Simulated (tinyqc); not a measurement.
Inside a calculation (part 2 of 2). Method: RHF in the sto-6g basis, for H3O+, spin multiplicity 1. Computed by tinyqc, a small Python program that keeps every step (integrals from PySCF). Command: `OMP_NUM_THREADS=1 python tinyqc.py 22247 22248 out.jsonl` (the two numbers bound the seeds that draw the settings). One thread of a shared host (Intel(R) Xeon(R) Processor @ 2.60GHz), about 0.2 s of CPU time with the checks.

Geometry (angstrom):

| atom | x | y | z |
|---|---|---|---|
| O | 0.0000 | 0.0000 | 0.2690 |
| H | 1.1700 | 0.0000 | 0.0000 |
| H | -0.5850 | 1.0130 | 0.0000 |
| H | -0.5850 | -1.0130 | 0.0000 |

## Iteration 1: diagonalisation and new density

Fock matrix F (hartree):
```
           1O 1s    1O 2s   1O 2px   1O 2py   1O 2pz    2H 1s    3H 1s    4H 1s
1O 1s   -20.4668  -4.9861   0.0000   0.0000   0.0125  -0.6851  -0.6855  -0.6855
1O 2s    -4.9861  -2.4060   0.0000   0.0000   0.0620  -0.7543  -0.7546  -0.7546
1O 2px    0.0000   0.0000  -0.5521   0.0000   0.0000  -0.4481   0.2241   0.2241
1O 2py    0.0000   0.0000   0.0000  -0.5521   0.0000   0.0000  -0.3881   0.3881
1O 2pz    0.0125   0.0620   0.0000   0.0000  -0.5179   0.1131   0.1132   0.1132
2H 1s    -0.6851  -0.7543  -0.4481   0.0000   0.1131  -0.5399  -0.2036  -0.2036
3H 1s    -0.6855  -0.7546   0.2241  -0.3881   0.1132  -0.2036  -0.5400  -0.2037
4H 1s    -0.6855  -0.7546   0.2241   0.3881   0.1132  -0.2036  -0.2037  -0.5400
```

X:
```
              1        2        3        4        5        6        7        8
1O 1s   -0.3962   0.0000  -0.0003   0.6995   0.6201   0.0000   0.0001   0.1832
1O 2s    1.0979   0.0000   0.0006  -0.0755   0.1623   0.0000   0.0001   0.4729
1O 2px  -0.0006   0.0000   0.8538   0.0000   0.0000   0.0000   0.6654  -0.0001
1O 2py   0.0000   0.8538   0.0000   0.0000   0.0000   0.6654   0.0000   0.0000
1O 2pz  -0.1876   0.0000  -0.0001  -0.6917   0.7034   0.0000   0.0000  -0.0848
2H 1s   -0.4842   0.0000  -0.8175  -0.1584  -0.1371   0.0000   0.4635   0.3179
3H 1s   -0.4850  -0.7078   0.4083  -0.1583  -0.1371   0.4014  -0.2317   0.3181
4H 1s   -0.4850   0.7078   0.4083  -0.1583  -0.1371  -0.4014  -0.2317   0.3181
```

Diagonalise F' = X^T F X, C = X C', fill 5 alpha and 5 beta electrons from the bottom; D = 2 C_occ C_occ^T. Each column has its largest component positive (the first on a tie).

F' = X^T F X (hartree):
```
         1        2        3        4        5        6        7        8
1  -0.8036   0.0000  -0.0010   2.5663   2.3642   0.0000   0.0004   0.7504
2   0.0000   0.1987   0.0000   0.0000   0.0000  -0.0230   0.0000   0.0000
3  -0.0010   0.0000   0.1986   0.0024   0.0022   0.0000  -0.0231   0.0009
4   2.5663   0.0000   0.0024  -9.3493  -8.5708   0.0000  -0.0016  -4.2711
5   2.3642   0.0000   0.0022  -8.5708  -8.8358   0.0000  -0.0016  -4.1892
6   0.0000  -0.0230   0.0000   0.0000   0.0000  -0.7674   0.0000   0.0000
7   0.0004   0.0000  -0.0231  -0.0016  -0.0016   0.0000  -0.7674  -0.0008
8   0.7504   0.0000   0.0009  -4.2711  -4.1892   0.0000  -0.0008  -3.3247
```

orbital energies (hartree): MO1 -20.4707, MO2 -1.3525, MO3 -0.7680, MO4 -0.7680, MO5 -0.5232, MO6 0.0330, MO7 0.1991, MO8 0.1993

coefficients C:
```
            MO1      MO2      MO3      MO4      MO5      MO6      MO7      MO8
1O 1s    0.9963  -0.2178   0.0000   0.0000  -0.0461  -0.1488   0.0001   0.0000
1O 2s    0.0168   0.8256   0.0000   0.0002   0.2239   0.8538  -0.0007   0.0000
1O 2px   0.0000   0.0000   0.0000   0.6856   0.0000   0.0005   0.8377   0.0000
1O 2py   0.0000   0.0000   0.6856   0.0000   0.0000   0.0000   0.0000   0.8377
1O 2pz  -0.0012  -0.0703   0.0000   0.0000   0.9660  -0.2785   0.0002   0.0000
2H 1s   -0.0027   0.1574   0.0000   0.4438  -0.0791  -0.5913  -0.8276   0.0000
3H 1s   -0.0027   0.1575   0.3844  -0.2219  -0.0791  -0.5904   0.4144  -0.7171
4H 1s   -0.0027   0.1575  -0.3844  -0.2219  -0.0791  -0.5904   0.4144   0.7171
```

D after iteration 1:
```
          1O 1s    1O 2s   1O 2px   1O 2py   1O 2pz    2H 1s    3H 1s    4H 1s
1O 1s    2.0843  -0.3469   0.0000   0.0000  -0.0608  -0.0667  -0.0667  -0.0667
1O 2s   -0.3469   1.4642   0.0001   0.0000   0.3165   0.2245   0.2244   0.2244
1O 2px   0.0000   0.0001   0.9400   0.0000   0.0000   0.6086  -0.3043  -0.3043
1O 2py   0.0000   0.0000   0.0000   0.9400   0.0000   0.0000   0.5270  -0.5270
1O 2pz  -0.0608   0.3165   0.0000   0.0000   1.8761  -0.1749  -0.1749  -0.1749
2H 1s   -0.0667   0.2245   0.6086   0.0000  -0.1749   0.4560  -0.1349  -0.1349
3H 1s   -0.0667   0.2244  -0.3043   0.5270  -0.1749  -0.1349   0.4561  -0.1349
4H 1s   -0.0667   0.2244  -0.3043  -0.5270  -0.1749  -0.1349  -0.1349   0.4561
```

Within a degenerate level the vectors are fixed only up to a rotation; this is one choice.

## Iteration 2: building the Fock matrix

core Hamiltonian H = T + V (hartree):
```
           1O 1s    1O 2s   1O 2px   1O 2py   1O 2pz    2H 1s    3H 1s    4H 1s
1O 1s   -33.2536  -7.3530   0.0000   0.0000   0.0070  -1.0125  -1.0130  -1.0130
1O 2s    -7.3530  -9.4764   0.0001   0.0000   0.0823  -2.5346  -2.5356  -2.5356
1O 2px    0.0000   0.0001  -7.8179   0.0000   0.0000  -1.8814   0.9412   0.9412
1O 2py    0.0000   0.0000   0.0000  -7.8179   0.0000   0.0000  -1.6298   1.6298
1O 2pz    0.0070   0.0823   0.0000   0.0000  -7.7261   0.4500   0.4502   0.4502
2H 1s    -1.0125  -2.5346  -1.8814   0.0000   0.4500  -4.4710  -0.6942  -0.6942
3H 1s    -1.0130  -2.5356   0.9412  -1.6298   0.4502  -0.6942  -4.4716  -0.6946
4H 1s    -1.0130  -2.5356   0.9412   1.6298   0.4502  -0.6942  -0.6946  -4.4716
```

nuclear repulsion = 11.363634 hartree

Given earlier and not repeated: Two-electron integrals (ij|kl) in chemists' order.

J_ij = sum D_kl (ij|kl), K_ij = sum D_kl (ik|jl); F = H + J - 0.5 K; E = tr D H + tr D J / 2 - 0.25 tr D K + E_nn.

Coulomb J (hartree):
```
          1O 1s   1O 2s   1O 2px   1O 2py   1O 2pz    2H 1s    3H 1s    4H 1s
1O 1s   16.9518  2.9968   0.0000   0.0000   0.0085   0.4217   0.4219   0.4219
1O 2s    2.9968  7.9142   0.0000   0.0000   0.0091   2.1013   2.1021   2.1021
1O 2px   0.0000  0.0000   7.9078   0.0000   0.0000   1.6887  -0.8448  -0.8448
1O 2py   0.0000  0.0000   0.0000   7.9078   0.0000   0.0000   1.4628  -1.4628
1O 2pz   0.0085  0.0091   0.0000   0.0000   7.9270  -0.3900  -0.3902  -0.3902
2H 1s    0.4217  2.1013   1.6887   0.0000  -0.3900   4.2699   0.5792   0.5792
3H 1s    0.4219  2.1021  -0.8448   1.4628  -0.3902   0.5792   4.2705   0.5796
4H 1s    0.4219  2.1021  -0.8448  -1.4628  -0.3902   0.5792   0.5796   4.2705
```

exchange K (hartree):
```
         1O 1s   1O 2s   1O 2px   1O 2py   1O 2pz    2H 1s    3H 1s    4H 1s
1O 1s   9.7722  1.5151   0.0000   0.0000   0.0002   0.2291   0.2292   0.2292
1O 2s   1.5151  2.4198   0.0000   0.0000   0.1074   0.7934   0.7937   0.7937
1O 2px  0.0000  0.0000   1.7372   0.0000   0.0000   0.6701  -0.3352  -0.3352
1O 2py  0.0000  0.0000   0.0000   1.7373   0.0000   0.0000   0.5804  -0.5804
1O 2pz  0.0002  0.1074   0.0000   0.0000   2.1631  -0.1617  -0.1618  -0.1618
2H 1s   0.2291  0.7934   0.6701   0.0000  -0.1617   0.9070   0.1664   0.1664
3H 1s   0.2292  0.7937  -0.3352   0.5804  -0.1618   0.1664   0.9072   0.1665
4H 1s   0.2292  0.7937  -0.3352  -0.5804  -0.1618   0.1664   0.1665   0.9072
```

Fock matrix F (hartree):
```
           1O 1s    1O 2s   1O 2px   1O 2py   1O 2pz    2H 1s    3H 1s    4H 1s
1O 1s   -21.1880  -5.1138   0.0000   0.0000   0.0154  -0.7054  -0.7057  -0.7057
1O 2s    -5.1138  -2.7720   0.0000   0.0000   0.0377  -0.8301  -0.8303  -0.8303
1O 2px    0.0000   0.0000  -0.7787   0.0000   0.0000  -0.5278   0.2640   0.2640
1O 2py    0.0000   0.0000   0.0000  -0.7787   0.0000   0.0000  -0.4572   0.4572
1O 2pz    0.0154   0.0377   0.0000   0.0000  -0.8806   0.1409   0.1409   0.1409
2H 1s    -0.7054  -0.8301  -0.5278   0.0000   0.1409  -0.6545  -0.1982  -0.1982
3H 1s    -0.7057  -0.8303   0.2640  -0.4572   0.1409  -0.1982  -0.6547  -0.1983
4H 1s    -0.7057  -0.8303   0.2640   0.4572   0.1409  -0.1982  -0.1983  -0.6547
```

total energy of this density = -75.910093 hartree

## Iteration 2: diagonalisation and new density

As before.

F' = X^T F X (hartree):
```
         1        2        3        4        5        6        7        8
1  -1.0887   0.0000  -0.0011   2.7205   2.4462   0.0000   0.0004   0.6419
2   0.0000   0.0802   0.0000   0.0000   0.0000  -0.0658   0.0000   0.0000
3  -0.0011   0.0000   0.0801   0.0025   0.0023   0.0000  -0.0659   0.0008
4   2.7205   0.0000   0.0025  -9.8513  -8.6998   0.0000  -0.0016  -4.3957
5   2.4462   0.0000   0.0023  -8.6998  -9.3324   0.0000  -0.0016  -4.3006
6   0.0000  -0.0658   0.0000   0.0000   0.0000  -0.9802   0.0000   0.0000
7   0.0004   0.0000  -0.0659  -0.0016  -0.0016   0.0000  -0.9802  -0.0008
8   0.6419   0.0000   0.0008  -4.3957  -4.3006   0.0000  -0.0008  -3.5651
```

orbital energies (hartree): MO1 -21.1908, MO2 -1.6676, MO3 -0.9843, MO4 -0.9843, MO5 -0.8951, MO6 -0.0840, MO7 0.0842, MO8 0.0842

coefficients C:
```
            MO1      MO2      MO3      MO4      MO5      MO6      MO7      MO8
1O 1s    0.9969  -0.2299   0.0000   0.0000  -0.0351  -0.1277  -0.0001   0.0000
1O 2s    0.0138   0.9072   0.0000   0.0001   0.1830   0.7774   0.0005   0.0000
1O 2px   0.0000   0.0000   0.0000   0.7168  -0.0001   0.0003  -0.8111   0.0000
1O 2py   0.0000   0.0000   0.7168   0.0000   0.0000   0.0000   0.0000   0.8111
1O 2pz  -0.0012  -0.0498   0.0000   0.0001   0.9690  -0.2724  -0.0002   0.0000
2H 1s   -0.0021   0.1009   0.0000   0.4121  -0.0846  -0.6026   0.8439   0.0000
3H 1s   -0.0021   0.1009   0.3569  -0.2061  -0.0845  -0.6020  -0.4225  -0.7312
4H 1s   -0.0021   0.1009  -0.3569  -0.2061  -0.0845  -0.6020  -0.4225   0.7312
```

D after iteration 2:
```
          1O 1s    1O 2s   1O 2px   1O 2py   1O 2pz    2H 1s    3H 1s    4H 1s
1O 1s    2.0960  -0.4025   0.0000   0.0000  -0.0474  -0.0446  -0.0446  -0.0446
1O 2s   -0.4025   1.7135   0.0001   0.0000   0.2644   0.1521   0.1520   0.1520
1O 2px   0.0000   0.0001   1.0277   0.0000   0.0000   0.5908  -0.2954  -0.2954
1O 2py   0.0000   0.0000   0.0000   1.0277   0.0000   0.0000   0.5117  -0.5117
1O 2pz  -0.0474   0.2644   0.0000   0.0000   1.8829  -0.1739  -0.1739  -0.1739
2H 1s   -0.0446   0.1521   0.5908   0.0000  -0.1739   0.3743  -0.1352  -0.1352
3H 1s   -0.0446   0.1520  -0.2954   0.5117  -0.1739  -0.1352   0.3744  -0.1352
4H 1s   -0.0446   0.1520  -0.2954  -0.5117  -0.1739  -0.1352  -0.1352   0.3744
```

Within a degenerate level the vectors are fixed only up to a rotation; this is one choice.

## Iteration 15 (converged): orbitals

converged F (hartree):
```
           1O 1s    1O 2s   1O 2px   1O 2py   1O 2pz    2H 1s    3H 1s    4H 1s
1O 1s   -21.0251  -5.0781   0.0000   0.0000   0.0138  -0.7009  -0.7013  -0.7013
1O 2s    -5.0781  -2.7317   0.0000   0.0000   0.0449  -0.8050  -0.8052  -0.8052
1O 2px    0.0000   0.0000  -0.7137   0.0000   0.0000  -0.5133   0.2568   0.2568
1O 2py    0.0000   0.0000   0.0000  -0.7137   0.0000   0.0000  -0.4446   0.4446
1O 2pz    0.0138   0.0449   0.0000   0.0000  -0.8002   0.1439   0.1439   0.1439
2H 1s    -0.7009  -0.8050  -0.5133   0.0000   0.1439  -0.6245  -0.1858  -0.1858
3H 1s    -0.7013  -0.8052   0.2568  -0.4446   0.1439  -0.1858  -0.6247  -0.1859
4H 1s    -0.7013  -0.8052   0.2568   0.4446   0.1439  -0.1858  -0.1859  -0.6247
```

As before.

F' = X^T F X (hartree):
```
         1        2        3        4        5        6        7        8
1  -1.0807   0.0000  -0.0011   2.7073   2.4183   0.0000   0.0004   0.6321
2   0.0000   0.1148   0.0000   0.0000   0.0000  -0.0421   0.0000   0.0000
3  -0.0011   0.0000   0.1147   0.0025   0.0023   0.0000  -0.0422   0.0008
4   2.7073   0.0000   0.0025  -9.7294  -8.6680   0.0000  -0.0016  -4.3773
5   2.4183   0.0000   0.0023  -8.6680  -9.2258   0.0000  -0.0016  -4.2738
6   0.0000  -0.0421   0.0000   0.0000   0.0000  -0.9324   0.0000   0.0000
7   0.0004   0.0000  -0.0422  -0.0016  -0.0016   0.0000  -0.9323  -0.0008
8   0.6321   0.0000   0.0008  -4.3773  -4.2738   0.0000  -0.0008  -3.5040
```

orbital energies (hartree): MO1 -21.0280, MO2 -1.6267, MO3 -0.9341, MO4 -0.9340, MO5 -0.8190, MO6 -0.0662, MO7 0.1164, MO8 0.1165

coefficients C:
```
            MO1      MO2      MO3      MO4      MO5      MO6      MO7      MO8
1O 1s    0.9969  -0.2317   0.0000   0.0000  -0.0395  -0.1234  -0.0001   0.0000
1O 2s    0.0140   0.9173   0.0000   0.0002   0.2078   0.7591   0.0005   0.0000
1O 2px   0.0000   0.0000   0.0000   0.6991  -0.0001   0.0003  -0.8264   0.0000
1O 2py   0.0000   0.0000   0.6991   0.0000   0.0000   0.0000   0.0000   0.8265
1O 2pz  -0.0011  -0.0574   0.0000   0.0001   0.9609  -0.2984  -0.0002   0.0000
2H 1s   -0.0021   0.0928   0.0000   0.4303  -0.1009  -0.6014   0.8348   0.0000
3H 1s   -0.0021   0.0928   0.3726  -0.2152  -0.1009  -0.6008  -0.4179  -0.7233
4H 1s   -0.0021   0.0928  -0.3726  -0.2152  -0.1009  -0.6008  -0.4179   0.7233
```

D after iteration 15:
```
          1O 1s    1O 2s   1O 2px   1O 2py   1O 2pz    2H 1s    3H 1s    4H 1s
1O 1s    2.0981  -0.4136   0.0000   0.0000  -0.0515  -0.0392  -0.0392  -0.0392
1O 2s   -0.4136   1.7696   0.0001   0.0000   0.2940   0.1283   0.1282   0.1282
1O 2px   0.0000   0.0001   0.9776   0.0000   0.0000   0.6016  -0.3008  -0.3008
1O 2py   0.0000   0.0000   0.0000   0.9776   0.0000   0.0000   0.5211  -0.5211
1O 2pz  -0.0515   0.2940   0.0000   0.0000   1.8532  -0.2045  -0.2045  -0.2045
2H 1s   -0.0392   0.1283   0.6016   0.0000  -0.2045   0.4079  -0.1476  -0.1476
3H 1s   -0.0392   0.1282  -0.3008   0.5211  -0.2045  -0.1476   0.4079  -0.1476
4H 1s   -0.0392   0.1282  -0.3008  -0.5211  -0.2045  -0.1476  -0.1476   0.4079
```

Within a degenerate level the vectors are fixed only up to a rotation; this is one choice.

## Convergence

Stop when the energy changes by less than 1e-10 hartree and every element of the error matrix X^T (F D S - S D F) X is below 3e-06.

Course of the cycle:

| iteration | E (hartree) | change | largest element of the error matrix |
|---|---|---|---|
| 1 | -75.576017 | - | 6.26e-01 |
| 2 | -75.910093 | -3.34e-01 | 2.39e-01 |
| 3 | -75.937573 | -2.75e-02 | 5.44e-02 |
| 4 | -75.940553 | -2.98e-03 | 2.33e-02 |
| 5 | -75.940888 | -3.36e-04 | 5.53e-03 |
| 6 | -75.940934 | -4.54e-05 | 2.31e-03 |
| 7 | -75.940941 | -7.39e-06 | 8.57e-04 |
| 8 | -75.940943 | -1.45e-06 | 3.87e-04 |
| 9 | -75.940943 | -3.23e-07 | 1.95e-04 |
| 10 | -75.940943 | -7.78e-08 | 8.88e-05 |
| 11 | -75.940943 | -1.95e-08 | 4.68e-05 |
| 12 | -75.940943 | -4.97e-09 | 2.19e-05 |
| 13 | -75.940943 | -1.28e-09 | 1.17e-05 |
| 14 | -75.940943 | -3.30e-10 | 5.57e-06 |
| 15 | -75.940943 | -8.55e-11 | 2.97e-06 |

PySCF RHF in the same basis = -75.940943 hartree

Converged in 15 iterations.

## Populations, bond orders and dipole

overlap S:
```
         1O 1s   1O 2s   1O 2px   1O 2py   1O 2pz    2H 1s    3H 1s    4H 1s
1O 1s   1.0000  0.2311   0.0000   0.0000   0.0000   0.0316   0.0316   0.0316
1O 2s   0.2311  1.0000   0.0000   0.0000   0.0000   0.3328   0.3329   0.3329
1O 2px  0.0000  0.0000   1.0000   0.0000   0.0000   0.2941  -0.1471  -0.1471
1O 2py  0.0000  0.0000   0.0000   1.0000   0.0000   0.0000   0.2547  -0.2547
1O 2pz  0.0000  0.0000   0.0000   0.0000   1.0000  -0.0676  -0.0676  -0.0676
2H 1s   0.0316  0.3328   0.2941   0.0000  -0.0676   1.0000   0.1149   0.1149
3H 1s   0.0316  0.3329  -0.1471   0.2547  -0.0676   0.1149   1.0000   0.1150
4H 1s   0.0316  0.3329  -0.1471  -0.2547  -0.0676   0.1149   0.1150   1.0000
```

Mulliken: Z minus the diagonal of D S on the atom; Loewdin: the same with S^(1/2) D S^(1/2); Mayer order: 2 sum_s sum (D(s) S)_ij (D(s) S)_ji over the two atoms.

Charges (e):

| atom | Mulliken | Loewdin |
|---|---|---|
| 1O | -0.1815 | -0.0277 |
| 2H | 0.3939 | 0.3426 |
| 3H | 0.3938 | 0.3425 |
| 4H | 0.3938 | 0.3425 |

Mayer bond orders:

| pair | order |
|---|---|
| 2-1 | 0.7994 |
| 3-1 | 0.7994 |
| 3-2 | 0.0228 |
| 4-1 | 0.7994 |
| 4-2 | 0.0228 |
| 4-3 | 0.0227 |

dipole moment about the origin, x y z (debye): 0.0004  0.0000  -0.6547
